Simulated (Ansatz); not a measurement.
# CH5AlCl: the cost of one run

All numbers below are computed with Ansatz 0.2.0 (UKS PBE-D4/6-31G*).

**1. Starting point**

Bond lengths: Al1–H2 1.810 Å, Al1–C3 1.970 Å, C3–H4 1.110 Å, C3–H5 1.110 Å, C3–H6 1.110 Å, Al1–H7 1.560 Å. Angles: H2–Al1–C3 120.0°, H2–Al1–H7 120.0°, C3–Al1–H7 120.0°, Al1–C3–H4 109.5°, Al1–C3–H5 109.5°, Al1–C3–H6 109.5°, H4–C3–H5 109.4°, H4–C3–H6 109.4°, H5–C3–H6 109.4°.

Coordinates:

```xyz
8

Al    0.0000    0.0000    0.0000
H     0.0000    0.0000    1.8100
C     1.7060    0.0000   -0.9850
H     2.0356   -1.0462   -1.1552
H     1.5695    0.5080   -1.9624
H     2.4756    0.5381   -0.3932
H    -1.3510    0.0000   -0.7800
Cl    0.0000    0.0000    3.4800
```

**2. A restrained relaxation towards end A**

Springs on the bonds that form and break draw the guess towards this end; the thresholds are loose.

The input, input.yaml:

```yaml
crystal:
  periodic: [false, false, false]
  atoms:
    - { symbol: Al, position_ang: [0.0, 0.0, 0.0] }
    - { symbol: H, position_ang: [0.0, 0.0, 1.81] }
    - { symbol: C, position_ang: [1.706, 0.0, -0.985] }
    - { symbol: H, position_ang: [2.0356, -1.0462, -1.1552] }
    - { symbol: H, position_ang: [1.5695, 0.508, -1.9624] }
    - { symbol: H, position_ang: [2.4756, 0.5381, -0.3932] }
    - { symbol: H, position_ang: [-1.351, 0.0, -0.78] }
    - { symbol: Cl, position_ang: [0.0, 0.0, 3.48] }
magnetization:
  spin_polarized: true
  initial_magnetization: 1
basis:
  gaussian: { orbitals: "6-31G*" }
hamiltonian:
  xc: pbe
  dispersion: d4
relax:
  f_tol: 0.15
  max_steps: 25
  restrain:
    - { distance: [1, 7], at: 2.57, k: 30.0 }
    - { distance: [0, 1], at: 1.56, k: 30.0 }
```

On the command line:

```
$ ansatz run input.yaml --threads 2 --pin off --max-ram 3072MiB --backend cpu --events-out ev --progress --plain --runs-dir out
```

Q: Estimate wall time and peak memory on 2 threads of Arm Neoverse V2, shared host.

About 8 s, with a peak of 0.16 GiB.
